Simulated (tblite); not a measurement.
Record of a relaxation.

Species: C4H5NO.
Bonds: C1–C2, C2–C3 (aromatic), C3–N4 (aromatic), N4–C5 (aromatic), C5–O6 (aromatic), C2–O6 (aromatic). Hydrogens: H7, H8, H9 on C1; H10 on C3; H11 on C5.

Computed with GFN2-xTB (tblite), gas phase: L-BFGS steps from a force-field or distance-geometry start until the largest atomic force falls under 0.01 eV/Å. 13 of its 22 geometries are shown.

Step 0: E = -492.3594 eV, largest atomic force 2.522 eV/Å
```
atom  x, y, z in Å  |  force x, y, z in eV/Å
C1     -1.654   -0.157    0.110   -1.019   0.487  -0.008
C2     -0.210    0.018   -0.009    1.248  -0.200   0.140
C3      0.639    1.034   -0.375   -0.802   0.338  -0.181
N4      1.937    0.641   -0.297   -0.565  -2.272   0.938
C5      1.845   -0.608    0.146   -0.303   0.836  -0.428
O6      0.571   -1.057    0.335    1.054   1.310  -0.459
H7     -1.944   -0.390    1.137    0.098  -0.069  -0.057
H8     -1.999   -0.961   -0.534   -0.006  -0.143  -0.021
H9     -2.182    0.757   -0.181    0.177  -0.135   0.023
H10     0.360    2.031   -0.704    0.195  -0.440   0.133
H11     2.642   -1.304    0.345   -0.077   0.287  -0.079
```

Step 2: E = -492.4620 eV, largest atomic force 0.245 eV/Å
```
atom  x, y, z in Å  |  force x, y, z in eV/Å
C1     -1.668   -0.150    0.110    0.034  -0.020  -0.017
C2     -0.196    0.016   -0.006   -0.164   0.017   0.071
C3      0.626    1.037   -0.378    0.032  -0.141   0.012
N4      1.926    0.611   -0.283   -0.100  -0.093   0.096
C5      1.844   -0.607    0.142   -0.088   0.186  -0.133
O6      0.591   -1.035    0.328    0.015  -0.074   0.035
H7     -1.942   -0.392    1.136    0.028  -0.035  -0.012
H8     -2.000   -0.964   -0.534   -0.010  -0.020   0.027
H9     -2.179    0.758   -0.182    0.007   0.142  -0.057
H10     0.364    2.024   -0.702    0.110  -0.039  -0.001
H11     2.638   -1.295    0.343    0.136   0.078  -0.022
```

Step 4: E = -492.4659 eV, largest atomic force 0.125 eV/Å
```
atom  x, y, z in Å  |  force x, y, z in eV/Å
C1     -1.669   -0.150    0.109   -0.096   0.054  -0.007
C2     -0.201    0.016   -0.002    0.063  -0.081   0.038
C3      0.625    1.032   -0.378   -0.072   0.029   0.007
N4      1.923    0.610   -0.280    0.008   0.050  -0.016
C5      1.842   -0.606    0.138    0.003  -0.072   0.013
O6      0.592   -1.037    0.329   -0.074  -0.034   0.014
H7     -1.941   -0.393    1.135   -0.003  -0.014  -0.013
H8     -2.000   -0.965   -0.532   -0.019  -0.006   0.010
H9     -2.178    0.763   -0.184    0.050   0.012  -0.014
H10     0.370    2.021   -0.702    0.076  -0.039   0.001
H11     2.643   -1.289    0.341    0.065   0.101  -0.033
```

Step 5: E = -492.4677 eV, largest atomic force 0.107 eV/Å
```
atom  x, y, z in Å  |  force x, y, z in eV/Å
C1     -1.671   -0.148    0.108   -0.049   0.019   0.008
C2     -0.203    0.014    0.001    0.073  -0.058  -0.015
C3      0.622    1.029   -0.378   -0.041   0.028   0.038
N4      1.920    0.611   -0.278    0.009   0.022  -0.050
C5      1.841   -0.607    0.136    0.018  -0.084   0.064
O6      0.590   -1.040    0.330   -0.036  -0.026   0.003
H7     -1.940   -0.395    1.135   -0.039   0.011  -0.006
H8     -2.001   -0.966   -0.531   -0.031   0.019  -0.001
H9     -2.176    0.768   -0.186    0.044  -0.026   0.003
H10     0.376    2.018   -0.702    0.015   0.025  -0.015
H11     2.648   -1.282    0.339    0.038   0.069  -0.028
```

Step 7: E = -492.4688 eV, largest atomic force 0.060 eV/Å
```
atom  x, y, z in Å  |  force x, y, z in eV/Å
C1     -1.674   -0.147    0.108    0.037  -0.031   0.011
C2     -0.203    0.011    0.003   -0.005   0.010  -0.031
C3      0.619    1.028   -0.375    0.016  -0.021   0.028
N4      1.918    0.610   -0.278   -0.017  -0.037  -0.013
C5      1.840   -0.609    0.137    0.001   0.018   0.024
O6      0.589   -1.043    0.331    0.032  -0.015   0.000
H7     -1.942   -0.395    1.134   -0.055   0.024   0.006
H8     -2.003   -0.966   -0.531   -0.039   0.026  -0.010
H9     -2.173    0.770   -0.188    0.021  -0.010   0.003
H10     0.381    2.017   -0.702   -0.026   0.029  -0.009
H11     2.654   -1.274    0.336    0.037   0.007  -0.009
```

Step 9: E = -492.4694 eV, largest atomic force 0.044 eV/Å
```
atom  x, y, z in Å  |  force x, y, z in eV/Å
C1     -1.674   -0.148    0.109    0.016  -0.019   0.002
C2     -0.203    0.008    0.002   -0.011   0.017   0.004
C3      0.618    1.028   -0.373    0.014  -0.038  -0.016
N4      1.916    0.608   -0.279   -0.001   0.002   0.022
C5      1.840   -0.610    0.139    0.012   0.033  -0.023
O6      0.589   -1.045    0.332    0.030   0.008   0.000
H7     -1.946   -0.394    1.134   -0.034   0.018   0.005
H8     -2.007   -0.964   -0.531   -0.030   0.010  -0.011
H9     -2.169    0.771   -0.188    0.013   0.007   0.001
H10     0.382    2.018   -0.703   -0.026  -0.020   0.012
H11     2.659   -1.270    0.334    0.018  -0.017   0.003
```

Step 10: E = -492.4696 eV, largest atomic force 0.044 eV/Å
```
atom  x, y, z in Å  |  force x, y, z in eV/Å
C1     -1.673   -0.148    0.109   -0.011   0.000  -0.002
C2     -0.203    0.007    0.002    0.003  -0.006   0.020
C3      0.618    1.028   -0.373    0.000  -0.020  -0.027
N4      1.916    0.607   -0.279    0.015   0.028   0.019
C5      1.840   -0.609    0.139    0.021   0.010  -0.024
O6      0.590   -1.046    0.332    0.016   0.010   0.001
H7     -1.949   -0.393    1.134   -0.020   0.012  -0.001
H8     -2.009   -0.963   -0.532   -0.021   0.003  -0.008
H9     -2.168    0.771   -0.188    0.014   0.010   0.000
H10     0.381    2.018   -0.703   -0.020  -0.035   0.017
H11     2.661   -1.269    0.334    0.004  -0.012   0.003
```

Step 12: E = -492.4701 eV, largest atomic force 0.057 eV/Å
```
atom  x, y, z in Å  |  force x, y, z in eV/Å
C1     -1.673   -0.150    0.109   -0.039   0.029  -0.008
C2     -0.203    0.005    0.002    0.035  -0.038   0.023
C3      0.618    1.025   -0.373   -0.023   0.000  -0.006
N4      1.917    0.608   -0.279    0.020   0.045  -0.008
C5      1.843   -0.609    0.139    0.024  -0.023  -0.003
O6      0.594   -1.047    0.332    0.001  -0.007   0.004
H7     -1.955   -0.390    1.134    0.009  -0.002  -0.012
H8     -2.015   -0.961   -0.533    0.003  -0.003   0.005
H9     -2.164    0.771   -0.189    0.011   0.018  -0.005
H10     0.378    2.015   -0.702   -0.018  -0.021   0.008
H11     2.666   -1.267    0.332   -0.021   0.003   0.001
```

Step 14: E = -492.4704 eV, largest atomic force 0.027 eV/Å
```
atom  x, y, z in Å  |  force x, y, z in eV/Å
C1     -1.674   -0.150    0.109    0.007   0.015  -0.006
C2     -0.202    0.002    0.004    0.005  -0.019  -0.001
C3      0.617    1.023   -0.374   -0.011   0.004   0.022
N4      1.917    0.610   -0.278   -0.009  -0.005  -0.017
C5      1.846   -0.608    0.138    0.001   0.003   0.008
O6      0.597   -1.048    0.333    0.010  -0.017   0.003
H7     -1.960   -0.388    1.134    0.015  -0.004  -0.011
H8     -2.019   -0.959   -0.534    0.013   0.004   0.010
H9     -2.160    0.774   -0.189    0.007   0.021  -0.009
H10     0.376    2.012   -0.700   -0.027   0.001  -0.002
H11     2.669   -1.265    0.332   -0.011  -0.002   0.003
```

Step 16: E = -492.4706 eV, largest atomic force 0.034 eV/Å
```
atom  x, y, z in Å  |  force x, y, z in eV/Å
C1     -1.675   -0.148    0.109    0.031  -0.007   0.000
C2     -0.201   -0.002    0.006   -0.020   0.013  -0.011
C3      0.616    1.021   -0.373    0.004  -0.002   0.014
N4      1.917    0.611   -0.279   -0.020  -0.027  -0.002
C5      1.847   -0.607    0.138   -0.014   0.014   0.001
O6      0.599   -1.050    0.333    0.002  -0.002   0.000
H7     -1.961   -0.387    1.133    0.009   0.003  -0.001
H8     -2.021   -0.958   -0.533    0.010   0.009   0.000
H9     -2.157    0.777   -0.190    0.014   0.007  -0.005
H10     0.372    2.010   -0.700   -0.026  -0.001   0.000
H11     2.670   -1.265    0.331    0.011  -0.006   0.003
```

Step 18: E = -492.4707 eV, largest atomic force 0.019 eV/Å
```
atom  x, y, z in Å  |  force x, y, z in eV/Å
C1     -1.674   -0.148    0.108    0.003  -0.006   0.003
C2     -0.201   -0.003    0.006   -0.005   0.012   0.000
C3      0.615    1.021   -0.371    0.002  -0.001  -0.008
N4      1.916    0.611   -0.280   -0.001  -0.004   0.010
C5      1.848   -0.607    0.138   -0.009  -0.008  -0.004
O6      0.600   -1.051    0.334   -0.015   0.008   0.000
H7     -1.961   -0.386    1.132    0.007   0.006   0.006
H8     -2.021   -0.957   -0.533    0.005   0.003  -0.009
H9     -2.154    0.779   -0.191    0.018  -0.006  -0.001
H10     0.367    2.009   -0.699   -0.013  -0.007   0.004
H11     2.671   -1.265    0.331    0.008   0.004  -0.001
```

Step 19: E = -492.4708 eV, largest atomic force 0.016 eV/Å
```
atom  x, y, z in Å  |  force x, y, z in eV/Å
C1     -1.673   -0.147    0.108   -0.010  -0.001   0.002
C2     -0.201   -0.004    0.006    0.005   0.003   0.005
C3      0.615    1.020   -0.371   -0.001   0.000  -0.012
N4      1.915    0.611   -0.280    0.007   0.006   0.008
C5      1.848   -0.607    0.138   -0.004  -0.015  -0.003
O6      0.600   -1.052    0.334   -0.015   0.005   0.001
H7     -1.961   -0.386    1.131    0.006   0.005   0.007
H8     -2.021   -0.956   -0.533    0.004  -0.001  -0.010
H9     -2.153    0.779   -0.192    0.014  -0.006   0.000
H10     0.365    2.008   -0.699   -0.007  -0.005   0.003
H11     2.671   -1.264    0.331    0.000   0.009  -0.002
```

Step 21: E = -492.4708 eV, largest atomic force 0.010 eV/Å
```
atom  x, y, z in Å  |  force x, y, z in eV/Å
C1     -1.673   -0.148    0.108   -0.008   0.001   0.001
C2     -0.201   -0.004    0.006    0.007  -0.006   0.004
C3      0.614    1.020   -0.371   -0.002   0.000  -0.005
N4      1.915    0.610   -0.279    0.005   0.006   0.001
C5      1.847   -0.607    0.138    0.000  -0.006   0.001
O6      0.600   -1.052    0.334   -0.002  -0.004   0.001
H7     -1.961   -0.385    1.132    0.002   0.002   0.004
H8     -2.021   -0.955   -0.534    0.002  -0.002  -0.005
H9     -2.151    0.780   -0.192    0.001   0.000   0.000
H10     0.363    2.007   -0.699    0.001   0.002   0.000
H11     2.672   -1.264    0.331   -0.007   0.005  -0.002
```

Problem. Summarise the path.

Solution. The energy falls by 10.75 kJ/mol from step 0 to step 21; nine tenths of that is first reached at step 2. It falls at every step. The largest force goes from 2.522 to 0.010 eV/Å. Among the bonds N4–C5 changes most, from 1.328 to 1.289 Å; the atoms move by 0.031 Å rms after alignment.

Problem. Follow the three bonds and two angles with the largest change from start to end.

Solution. 
```
step  E above end (kJ/mol)  largest force (eV/Å)  N4–C5 (Å)  C5–O6 (Å)  C1–C2 (Å)  C1–C2–O6 (°)  C1–C2–C3 (°)
   0                 10.75                 2.522      1.328      1.363      1.459         116.7         136.2
   1                  1.92                 1.078      1.279      1.343      1.490         117.7         134.5
   2                  0.85                 0.245      1.293      1.337      1.486         118.0         134.7
   3                  0.67                 0.145      1.291      1.336      1.482         118.1         134.9
   4                  0.47                 0.125      1.289      1.336      1.481         118.2         134.8
   5                  0.30                 0.107      1.288      1.337      1.481         118.4         134.6
   6                  0.25                 0.067      1.289      1.338      1.482         118.5         134.5
   7                  0.20                 0.060      1.289      1.338      1.483         118.6         134.3
   8                  0.16                 0.057      1.289      1.338      1.483         118.6         134.2
   9                  0.14                 0.044      1.289      1.338      1.483         118.7         134.1
  10                  0.12                 0.044      1.289      1.338      1.482         118.7         134.2
  11                  0.09                 0.054      1.288      1.338      1.482         118.7         134.2
  12                  0.07                 0.057      1.288      1.338      1.482         118.8         134.1
  13                  0.05                 0.043      1.289      1.338      1.483         119.0         134.0
  14                  0.04                 0.027      1.289      1.339      1.484         119.2         133.8
  15                  0.03                 0.031      1.289      1.339      1.484         119.3         133.7
  16                  0.02                 0.034      1.289      1.339      1.484         119.4         133.5
  17                  0.01                 0.024      1.289      1.339      1.484         119.5         133.4
  18                  0.01                 0.019      1.289      1.339      1.484         119.6         133.4
  19                  0.00                 0.016      1.289      1.339      1.483         119.6         133.3
  20                  0.00                 0.014      1.289      1.339      1.483         119.6         133.3
  21                  0.00                 0.010      1.289      1.339      1.483         119.6         133.3
```

The cost below is that of the whole relaxation. Hardware: an Intel Xeon 6975P-C with one thread, shared host with 192 logical CPUs at a one-minute load of 85. Cost: under 0.1 s wall.
